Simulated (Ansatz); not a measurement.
input.yaml (Ansatz)

```yaml
crystal:
  lattice:
    - [-1.4631158339, 1.4631158339, 1.4631158339]
    - [1.4631158339, -1.4631158339, 1.4631158339]
    - [1.4631158339, 1.4631158339, -1.4631158339]
  atoms:
    - { symbol: V, position: [0.0, 0.0, 0.0], spin: 1.0, spin_axis: [0, 0, 1] }
hamiltonian:
  xc: lda
  pseudopotentials:
    kind: paw_fr
    azcp:
      V: "pseudopotentials/V.paw.azcp"
basis:
  ecutwfc: 420
  fft_grid_basis: typed
kpoints:
  mp_grid: { grid: [15, 15, 15], shift: [0, 0, 0] }
magnetization:
  noncollinear: true
  spin_orbit: true
scf:
  occupations: { method: fermi_dirac, width: 0.05 }
```

and its output:

```
Warning: the record states the generating functional pbe (its physics header spells it `PBE`), which answers neither for hamiltonian.xc's functional nor for the lda family's — results may be inconsistent (PPs are generated against a specific XC)
Engine: ansatz 0.2.0, aarch64-unknown-linux-gnu
Pseudopotentials: kind: paw_fr
Pseudopotential: V, paw_fr, valence charge 13, recommended cutoff 420 eV (normal) 
Functional definition: SPW92
  exchange = slater_x
  correlation = pw_c
Crystal: 1 atoms, lattice volume = 12.528 Å³
Basis set: ecut = 420 eV, 225 PW (Γ)
Bands: 22, of which v1, the nominal top of the filled ones, is band 13 counted from 1 (12 counted from 0)
Symmetry: 8 space group operations + 8 with time reversal
Magnetic group: BNS 139.537 (UNI 1197), of the structure as read, at distance tolerance 2.3e-5 Å
k-points: 288 of 3375 (time reversal used)
Projection manifold: j_resolved (fully-relativistic pseudo-atomic orbitals)
Non-local potential: V, projectors of the file, l = 0: 3, l = 1: 4, l = 2: 6, l = 3: 2
PAW form: soft (Blöchl's): semilocal exchange-correlation on the pseudo side does not see the compensation charge
PAW frozen core: V, regenerated for the run's functional, and the local potential with it (the file was generated under x = pbe(κ = 0.804, μ = 0.2195149727645171), c = pbe(β = 0.06672455060314922))
PAW one-centre angular grid: V, 590 points (default); XC on 64 Gauss nodes
Initial density: superposition of atomic densities (chi_scale 0.1, normalization cell)
Starting moments: Σ|m| = 1 μB on 1 of 1 site
Initial wavefunctions: pseudopotential atomic-orbital guess
Functional: x = slater, c = lda
SCF iter   1: F=—  HF=-2860.727890 eV  |F-HF|=—  |Δ(HF+E_count)|=         —  Δρ=1.12e-1  dr2=8.91e-1  dr2_m=3.62e-1  ethr=3.10e-3  |M|=4.76e-1 ∫|m|=4.76e-1 μB  |m|>n=0.0e0 m-floor=0.0e0 τ_xc=0.0e0  β_m=0.30  ⟨swp⟩=5.7  Hψ=31847  notcnv=0  defer=48
SCF iter   2: F=—  HF=-2860.485390 eV  |F-HF|=—  |Δ(HF+E_count)|=   2.42e-1  Δρ=8.02e-2  dr2=3.79e-2  dr2_m=1.85e-1  ethr=3.10e-3  |M|=4.53e-1 ∫|m|=4.53e-1 μB  |m|>n=0.0e0 m-floor=0.0e0 τ_xc=7.9e-22  β_m=0.30  ⟨swp⟩=3.0  Hψ=14171  notcnv=0  defer=680
SCF iter   3: F=—  HF=-2860.499147 eV  |F-HF|=—  |Δ(HF+E_count)|=   1.38e-2  Δρ=6.37e-2  dr2=4.49e-3  dr2_m=1.16e-1  ethr=2.92e-4  |M|=3.99e-1 ∫|m|=3.99e-1 μB  |m|>n=0.0e0 m-floor=0.0e0 τ_xc=1.2e-21  β_m=0.30  ⟨swp⟩=2.1  Hψ=9115  notcnv=0  defer=680
SCF iter   4: F=—  HF=-2860.515951 eV  |F-HF|=—  |Δ(HF+E_count)|=   1.68e-2  Δρ=5.28e-2  dr2=8.56e-6  dr2_m=7.99e-2  ethr=3.46e-5  |M|=3.42e-1 ∫|m|=3.42e-1 μB  |m|>n=0.0e0 m-floor=0.0e0 τ_xc=1.3e-21  β_m=0.30  ⟨swp⟩=2.0  Hψ=10736  notcnv=0  defer=680
SCF iter   5: F=—  HF=-2860.526092 eV  |F-HF|=—  |Δ(HF+E_count)|=   1.01e-2  Δρ=4.41e-2  dr2=4.47e-6  dr2_m=5.57e-2  ethr=6.58e-8  |M|=2.93e-1 ∫|m|=2.93e-1 μB  |m|>n=0.0e0 m-floor=0.0e0 τ_xc=1.4e-21  β_m=0.30  ⟨swp⟩=2.3  Hψ=10292  notcnv=0  defer=680
SCF iter   6: F=—  HF=-2860.533323 eV  |F-HF|=—  |Δ(HF+E_count)|=   7.23e-3  Δρ=3.71e-2  dr2=2.90e-6  dr2_m=3.95e-2  ethr=3.44e-8  |M|=2.50e-1 ∫|m|=2.50e-1 μB  |m|>n=0.0e0 m-floor=0.0e0 τ_xc=1.4e-21  β_m=0.30  ⟨swp⟩=2.4  Hψ=10573  notcnv=0  defer=680
SCF iter   7: F=—  HF=-2860.538601 eV  |F-HF|=—  |Δ(HF+E_count)|=   5.28e-3  Δρ=3.14e-2  dr2=1.87e-6  dr2_m=2.84e-2  ethr=2.23e-8  |M|=2.12e-1 ∫|m|=2.12e-1 μB  |m|>n=0.0e0 m-floor=0.0e0 τ_xc=1.2e-21  β_m=0.30  ⟨swp⟩=2.4  Hψ=10978  notcnv=0  defer=677
SCF iter   8: F=—  HF=-2860.542519 eV  |F-HF|=—  |Δ(HF+E_count)|=   3.92e-3  Δρ=2.67e-2  dr2=1.74e-6  dr2_m=2.05e-2  ethr=1.44e-8  |M|=1.79e-1 ∫|m|=1.79e-1 μB  |m|>n=0.0e0 m-floor=0.0e0 τ_xc=1.1e-21  β_m=0.30  ⟨swp⟩=2.6  Hψ=10382  notcnv=0  defer=677
Mixer restart at iter 8: flushing history
spin-set hold released at iteration 8 (site moments contracting): the magnetisation degrees of freedom join the quasi-Newton model from the next iteration; the mixer history was flushed
SCF iter   9: F=—  HF=-2860.545453 eV  |F-HF|=—  |Δ(HF+E_count)|=   2.93e-3  Δρ=2.28e-2  dr2=1.76e-6  dr2_m=1.50e-2  ethr=1.34e-8  |M|=1.51e-1 ∫|m|=1.51e-1 μB  |m|>n=0.0e0 m-floor=0.0e0 τ_xc=8.4e-22  β_m=0.38  ⟨swp⟩=2.3  Hψ=10026  notcnv=0  defer=677
SCF iter  10: F=—  HF=-2860.552306 eV  |F-HF|=—  |Δ(HF+E_count)|=   6.85e-3  Δρ=9.35e-3  dr2=1.55e-5  dr2_m=2.51e-3  ethr=1.34e-8  |M|=5.78e-2 ∫|m|=5.78e-2 μB  |m|>n=0.0e0 m-floor=0.0e0 τ_xc=2.5e-22  β_m=0.64  ⟨swp⟩=3.2  Hψ=11367  notcnv=0  defer=677
SCF iter  11: F=—  HF=-2860.553775 eV  |F-HF|=—  |Δ(HF+E_count)|=   1.47e-3  Δρ=8.74e-4  dr2=2.15e-5  dr2_m=2.19e-5  ethr=1.34e-8  |M|=6.51e-4 ∫|m|=1.09e-3 μB  |m|>n=0.0e0 m-floor=0.0e0 τ_xc=5.0e-24  β_m=0.61  ⟨swp⟩=2.9  Hψ=11250  notcnv=0  defer=675
SCF iter  12: F=—  HF=-2860.553774 eV  |F-HF|=—  |Δ(HF+E_count)|=   4.07e-7  Δρ=2.83e-4  dr2=4.24e-6  dr2_m=2.30e-6  ethr=1.34e-8  |M|=2.03e-3 ∫|m|=2.05e-3 μB  |m|>n=0.0e0 m-floor=0.0e0 τ_xc=2.8e-24  β_m=0.61  ⟨swp⟩=2.1  Hψ=10855  notcnv=0  defer=675
SCF iter  13: F=—  HF=-2860.553775 eV  |F-HF|=—  |Δ(HF+E_count)|=   5.19e-7  Δρ=2.70e-4  dr2=4.66e-8  dr2_m=2.09e-6  ethr=7.69e-10  |M|=1.96e-3 ∫|m|=1.96e-3 μB  |m|>n=0.0e0 m-floor=0.0e0 τ_xc=9.6e-25  β_m=0.63  ⟨swp⟩=1.0  Hψ=16729  notcnv=0
SCF iter  14: F=—  HF=-2860.553776 eV  |F-HF|=—  |Δ(HF+E_count)|=   1.84e-6  Δρ=2.84e-5  dr2=7.94e-10  dr2_m=2.32e-8  ethr=3.58e-10  |M|=2.36e-4 ∫|m|=2.36e-4 μB  |m|>n=0.0e0 m-floor=0.0e0 τ_xc=3.6e-26  β_m=0.79  ⟨swp⟩=2.0  Hψ=11208  notcnv=0
SCF iter  15: F=—  HF=-2860.553777 eV  |F-HF|=—  |Δ(HF+E_count)|=   2.81e-8  Δρ=8.05e-6  dr2=8.13e-11  dr2_m=1.86e-9  ethr=6.11e-12  |M|=6.04e-5 ∫|m|=6.04e-5 μB  |m|>n=0.0e0 m-floor=0.0e0 τ_xc=2.0e-27  β_m=0.89  ⟨swp⟩=2.9  Hψ=11654  notcnv=0
SCF iter  16: F=-2860.553777 eV  HF=-2860.553777 eV  |F-HF|=1.82e-12  |Δ(HF+E_count)|=   1.79e-9  Δρ=2.08e-7  dr2=2.97e-13  dr2_m=1.25e-12  ethr=1.00e-12  |M|=1.64e-6 ∫|m|=1.64e-6 μB  |m|>n=0.0e0 m-floor=0.0e0 τ_xc=3.3e-31  ⟨swp⟩=2.0  Hψ=11236  notcnv=0
WARN: the starting moments were not kept: the SCF closed with an absolute magnetisation of 1.6e-6 μB, where they sum to 1 μB in size (1 site). That is at most 0.1 of that sum. Measured as dr2_m measures the in/out step, that magnetisation stands 8.5e-13 eV from none, at or under the dr2_threshold of 1.0e-7 eV: it is no larger than a step whose dr2_m would equal this threshold. The system may hold no moment; this SCF shows only that its start led to no more than that. To try another start: raise the starting moments (crystal.atoms[].spin, magnetization.per_species, magnetization.initial_magnetization, or on a non-collinear deck that types none of these the spinor_matrix: blocks that start its atoms; where the total moment is fixed, keep their sum and leave initial_magnetization as it is; typed ones take the place of any that the run laid by itself, positive ones on a crystal's lanthanoids without a Hubbard term where scf.initial_density.shell_occupations: [] is typed) or, if the notice of its spin-set hold's release reads "site moments contracting" or "site moments show no strong build", lengthen the hold (scf.mixing.spin_hold: { on: { confirm: 4 } }; for m-r²SCAN on two components see the key's manual first). Each may lead to a state that holds a moment. A second SCF, from the converged charge density, with the starting moments and any scf.initial_density.shell_occupations laid on it anew, would have followed, and was not run: the deck does not ask for one (magnetization.retry_lost_moments is false, the default). To let it run, set magnetization.retry_lost_moments: true and run the deck again, where that key's refused combinations let it; where memory then withholds it, that run's warning says so.
SCF 1 converged in 16 iterations: F = -2860.553777 eV  dr2 = 2.97e-13
SCF converged after 16 iterations
Magnetization: |M| = 0.0000 μB,  M = (+0.0000, +0.0000, +0.0000) μB
Absolute magnetization: 0.0000 μB (∫|m|, with the PAW one-centre terms)
  site 0: m = (-0.0000, -0.0000, +0.0000) μB, |m| = 0.0000 μB  (R = 1.05 Å)
Free energy (F): -2860.553777 eV
Harris-Foulkes:  -2860.553777 eV  (|F-HF|=1.82e-12)
Internal energy: -2860.542420 eV  (E = F + TS)
E sigma→0 (E₀):  -2860.548098 eV
Entropy (-TS):   -0.011357 eV (-11.357 meV/atom)
Fermi energy:    17.634946 eV
--- Per-component energies (eV) ---
  E_band       = -126.745676
  E_kinetic    = 338.381975
  E_local      = -847.322752  (includes V_loc(G=0)·N_el)
  E_nonlocal   = -40.382743
  E_hartree    = 393.915345
  E_xc         = -130.090588
  E_vxc        = -165.875504  (∫ρ·V_xc dr)
  E_paw        = -1062.144612  (= ΣΔE_a)
  E_vpaw       = -199.377573  (= ΣTr[D̂ρ^β])
  E_aug_tail   = 0.000251  (compensation charges beyond the density's cutoff)
  E_ewald      = -1513.246640
  E_core_change = 0.347345  (= ΣΔE_core)
  E_smearing   = -0.011357  (= −TS)
  E_closure    = 0.000000  (closes the sum)
  Σ components = -2860.553777   (vs F -2860.553777, Δ=0.00e0)
```
